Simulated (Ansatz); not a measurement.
# C3H5 (charge +1), SMILES C=C[CH2+]: a ladder of basis sets

Program: Ansatz 0.2.0 through its Python package.

Run as a notebook:

```python
import ansatz as az
```

```python
GEOMETRY = """
C    -0.43168    0.92920   -0.64004
C     0.28837    0.27073    0.33313
C     0.24632   -1.10319    0.42606
H    -1.04587    0.39010   -1.35450
H    -0.40864    2.01045   -0.72629
H     0.89289    0.83945    1.03256
H    -0.34801   -1.70061   -0.25788
H     0.80663   -1.63612    1.18696
"""
```

```python
molecule = az.Crystal.molecule()
for line in GEOMETRY.strip().splitlines():
    symbol, *xyz = line.split()
    molecule = molecule.atom(symbol, [float(v) for v in xyz])
```

```python
calc = molecule.calculation().correlation("mp2").charge(1)
```

```python
energies = {}
for basis in ["cc-pVDZ", "cc-pVTZ"]:
    rep = calc.basis(gaussian=basis).run(threads=1, pin="off").report
    size = rep["n_frozen"] + rep["n_occupied"][0] + rep["n_virtual"][0]
    energies[basis] = (rep["reference_energy_ev"] / 27.211386246, rep["free_energy_ev"] / 27.211386246)
    print(f"{basis:14s} {size:4d} orbitals  reference {energies[basis][0]:14.6f} Ha  total {energies[basis][1]:14.6f} Ha")
```

    cc-pVDZ          67 orbitals  reference    -116.202194 Ha  total    -116.572274 Ha
    cc-pVTZ         160 orbitals  reference    -116.233815 Ha  total    -116.685193 Ha

```python
# two-point extrapolation: the basis-set error of the correlation energy falls as X^-3
small, large = (energies[b][1] - energies[b][0] for b in ("cc-pVDZ", "cc-pVTZ"))
limit = (3 ** 3 * large - 2 ** 3 * small) / (3 ** 3 - 2 ** 3)
print(f"correlation energy: {small:.6f} and {large:.6f} Ha, extrapolated {limit:.6f} Ha")
print(f"share caught by the larger set: {100 * large / limit:.1f} %")
```

    correlation energy: -0.370080 and -0.451378 Ha, extrapolated -0.485608 Ha
    share caught by the larger set: 93.0 %

Against cc-pVDZ: cc-pVTZ -112.9 mHa. The last step alone is -112.92 mHa.

Reading the output:
- The drop along the ladder measures the basis error, and is no property of the molecule.
- The geometry is a force-field or estimated start, not a minimum of this method, and the last set is no limit. Much of the fall in a total is atomic energy, which cancels in bond and reaction energies.
- Inner cores stay frozen, so this is valence correlation.
- An extrapolation from small basis sets is rough.
- Timing: 3.4 s on 1 thread of Arm Neoverse V1, on a shared host, peak memory 0.29 GiB.

(Lines on the test bed's own set-up are left out of the output.)
